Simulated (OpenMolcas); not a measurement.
# How methods differ on CH2AlN (SMILES N#[C][AlH2])

The species is CH2AlN (5 atoms), meant as a singlet with charge 0. SMILES: `N#[C][AlH2]`. The shape is that of a PBE0-D4/def2-TZVP optimisation.

```jsonl
{"atom": "N", "x (Å)": "1.3823", "y (Å)": "-1.3460", "z (Å)": "1.3942"}
{"atom": "C", "x (Å)": "0.7142", "y (Å)": "-0.6980", "z (Å)": "0.7118"}
{"atom": "Al", "x (Å)": "-0.4072", "y (Å)": "0.3900", "z (Å)": "-0.4346"}
{"atom": "H", "x (Å)": "-1.6297", "y (Å)": "-0.3229", "z (Å)": "-1.1202"}
{"atom": "H", "x (Å)": "-0.0097", "y (Å)": "1.9032", "z (Å)": "-0.5926"}
```

Each level gives the energy change with the C2–Al3 bond stretched from 1.938 to 4.263 Å (eV). The values are calculated.

| level | kind | program | value (eV) | CPU time (all runs) |
| --- | --- | --- | --- | --- |
| BLYP/aug-cc-pVDZ (restricted) | GGA | OpenMolcas | 5.21 | 63 s |
| revPBE/aug-cc-pVDZ (restricted) | GGA | OpenMolcas | 4.10 | 69 s |
| M06-L/aug-cc-pVDZ (restricted) | meta-GGA | OpenMolcas | 4.45 | 64 s |
| r2SCAN/aug-cc-pVDZ (restricted) | meta-GGA | OpenMolcas | 4.50 | 1.7 min |
| BHLYP/aug-cc-pVDZ (restricted) | global hybrid | OpenMolcas | ? | 37 s |
| M06-2X/aug-cc-pVDZ (restricted) | hybrid meta-GGA | OpenMolcas | ? | 55 s |
| PBE0/aug-cc-pVDZ (restricted) | global hybrid | OpenMolcas | 4.71 | 41 s |
| B2PLYP/aug-cc-pVDZ (restricted) | double hybrid | OpenMolcas | 4.69 | 34 s |

(1) Estimate the missing values from the other rows.

Answers

(1) As computed at these levels: BHLYP/aug-cc-pVDZ (restricted): 4.97 eV; M06-2X/aug-cc-pVDZ (restricted): 4.92 eV. The first shape isn't each level's own minimum. The values span 4.10 to 5.21 eV. CPU times are rough (shared hosts, several kinds of processor): they show what a rung costs within a factor of a few.
